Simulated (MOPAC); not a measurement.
MOPAC input (AM1):

```
AM1 FORCE THERMO(298,298) PRECISE LET GEO-OK AUX(PRECISION=9) THREADS=1
C4H10

C     0.68256887 1    1.79376353 1    0.00052968 1
C     0.70057490 1    0.28717877 1    0.00086337 1
C    -0.70057571 1   -0.28717534 1   -0.00086419 1
C    -0.68256633 1   -1.79376976 1   -0.00052785 1
H     1.72473582 1    2.19490478 1    0.00182441 1
H    -1.72473501 1   -2.19490073 1   -0.00182357 1
H     0.15411506 1    2.18212271 1    0.90465103 1
H     0.15649824 1    2.18175379 1   -0.90513783 1
H    -0.15649780 1   -2.18174465 1    0.90513753 1
H    -0.15411391 1   -2.18211729 1   -0.90465032 1
H     1.25627781 1   -0.08361637 1   -0.90075948 1
H     1.25389844 1   -0.08324676 1    0.90409706 1
H    -1.25390429 1    0.08324128 1   -0.90410325 1
H    -1.25628032 1    0.08361293 1    0.90076090 1
```

Task: Which zero-point energy does it print?

Result: 82.90 kcal/mol, from the harmonic wavenumbers of AM1.
